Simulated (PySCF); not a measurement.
**Basis-set dependence of population analyses: `c1n[nH]cp1`**

Compound: C₂H₃N₂P.
Structure used (PBE0-D3(BJ)/def2-SVP), in Å, numbered top down from 1:
```
atom  x, y, z in Å
C1     0.9487    0.1644   -0.9740
N2     0.7578    0.9447    0.0692
N3    -0.2477    0.4568    0.7799
C4    -0.8466   -0.6660    0.3430
P5    -0.1271   -1.2366   -1.1232
H6     1.7506    0.4323   -1.6659
H7    -0.5087    0.9623    1.6200
H8    -1.6747   -1.0772    0.9209
```

PBE0 throughout (PySCF), one geometry, spherical d and f functions. Isolated species at its PBE0-D3(BJ)/def2-SVP geometry, gas phase. The first 7 of 8 kinds of atom are listed.

Mulliken charges (e):

| basis | functions | C1 | N2 | N3 | C4 | P5 | H6 | H7 |
| --- | --- | --- | --- | --- | --- | --- | --- | --- |
| pcSseg-0 | 55 | -0.430 | -0.290 | -0.445 | -0.432 | +0.659 | +0.276 | +0.387 |
| cc-pVDZ | 89 | -0.087 | -0.158 | +0.016 | -0.062 | +0.075 | +0.045 | +0.123 |
| aug-cc-pVDZ | 146 | +0.211 | -0.310 | +0.091 | +0.296 | +0.419 | -0.321 | -0.046 |
| cc-pVTZ | 196 | -0.170 | -0.145 | +0.052 | -0.162 | +0.003 | +0.124 | +0.172 |
| IGLO-III | 214 | -0.100 | -0.309 | -0.011 | -0.199 | +0.216 | +0.085 | +0.238 |

IAO charges (e):

```csv
basis,functions,C1,N2,N3,C4,P5,H6,H7
pcSseg-0,55,-0.276,-0.192,-0.097,-0.301,+0.199,+0.178,+0.307
cc-pVDZ,89,-0.267,-0.206,-0.082,-0.311,+0.226,+0.167,+0.302
aug-cc-pVDZ,146,-0.267,-0.221,-0.085,-0.312,+0.225,+0.173,+0.310
cc-pVTZ,196,-0.273,-0.216,-0.085,-0.319,+0.237,+0.171,+0.308
IGLO-III,214,-0.277,-0.221,-0.087,-0.324,+0.251,+0.172,+0.309
```

Question: Which scheme is steadiest as the basis changes?

Answer: Largest range over the bases for any column: IAO 0.05 e, Mulliken 0.73 e. IAO charges move least and Mulliken charges most, counted in e.

Question: How much do the charges still move between the two largest bases, cc-pVTZ and IGLO-III?

Answer: At most, over all atoms: Mulliken 0.213 e, IAO 0.013 e.

Question: What do the same runs give for the total energy, the frontier levels and the dipole moment?

Answer: 
```tsv
basis	energy (Eh)	HOMO (eV)	LUMO (eV)	μ (D)
pcSseg-0	-527.6511	-7.42	-0.67	2.61
cc-pVDZ	-528.5196	-6.89	-0.36	2.48
aug-cc-pVDZ	-528.5340	-7.08	-0.69	2.39
cc-pVTZ	-528.5827	-7.00	-0.56	2.42
IGLO-III	-528.5868	-7.03	-0.57	2.33
```

The dipole is fixed by the density alone, so its range of 0.28 D shows that the density itself changes with the basis, not only its division among atoms.
